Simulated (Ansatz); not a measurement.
System: bcc Ba. Method: HSE06-D3(BJ) (Ansatz, an electronic-structure program, plane waves, PAW).

Settings: plane-wave cutoff 460 eV, 10×10×10 k mesh, Fermi–Dirac smearing 0.05 eV, scalar-relativistic PAW data made under PBE.

Cell (relaxed at this level):

Space group Im-3m (No. 229); a = 4.9426 Å, b = 4.9426 Å, c = 4.9426 Å, α = 90.00°, β = 90.00°, γ = 90.00°

| atom | site | symmetry | x | y | z |
|---|---|---|---|---|---|
| Ba | 2a | m-3m | 0.0000 | 0.0000 | 0.0000 |
(The calculation used a cell of 1 atom; values per cell refer to that cell.)

Problem. Estimate the bulk modulus and pressure derivative B′ of the bulk modulus that the calculation returns.

Solution. 
- bulk modulus: 8.60 GPa
- pressure derivative B′ of the bulk modulus: 3.4

Measured, for comparison: bulk modulus 9.34 GPa (corrected for temperature and zero-point phonon effects, our sources range from 9.34 to 10.6; as tabulated in Levämäki et al. (2014), arXiv:1402.3671). Computed (rounded) less measured: bulk modulus -8 % (-8 % to -19 % over the range).

Spin–orbit coupling is not included.

The computed numbers hold no vibrational or temperature effects.
